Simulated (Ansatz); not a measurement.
The first iterations of a band of H + H4Si (6 atoms, charge 0, multiplicity 2).

Theory: UKS BHLYP-D4/def2-SVP (Ansatz 0.2.0).

```json
{
  "movable images": "7",
  "climbing image": "yes",
  "spring": "5.0 eV/Å²",
  "optimiser": "quadratic models (default)",
  "start path": "through a guess of the saddle point",
  "force threshold": "0.03 eV/Å",
  "iteration limit": "60",
  "end points": "relaxed"
}
```

Initial state:

```xyz
6
Properties=species:S:1:pos:R:3
Si 0.000 0.000 -0.192
H 0.000 0.000 1.289
H 1.395 0.000 -0.688
H -0.697 1.208 -0.689
H -0.697 -1.208 -0.689
H 0.000 0.000 3.890
```

Final state:

```xyz
6
Properties=species:S:1:pos:R:3
Si 0.001 0.000 -0.569
H 0.000 0.000 2.897
H 1.412 0.000 -1.020
H -0.705 1.222 -1.019
H -0.705 -1.222 -1.019
H 0.000 0.000 3.651
```

| iteration | highest image above the first end (eV) | largest band force component (eV/Å) |
| --- | --- | --- |
| 1 | 0.209 | 2.505 |
| 2 | 0.131 | 1.323 |

**Question.** Does the band converge within its limit, and where does its top end?

**Answer.** It converged. It ended after 6 iterations with the highest image 0.130 eV above the first end. A vibrational analysis at the climbing image gives one clearly imaginary mode, 1007i cm⁻¹: a first-order saddle point.

Run time: 38 s on 1 thread of Intel(R) Xeon(R) Platinum 8488C (Sapphire Rapids) (shared host), peak memory 0.13 GiB.
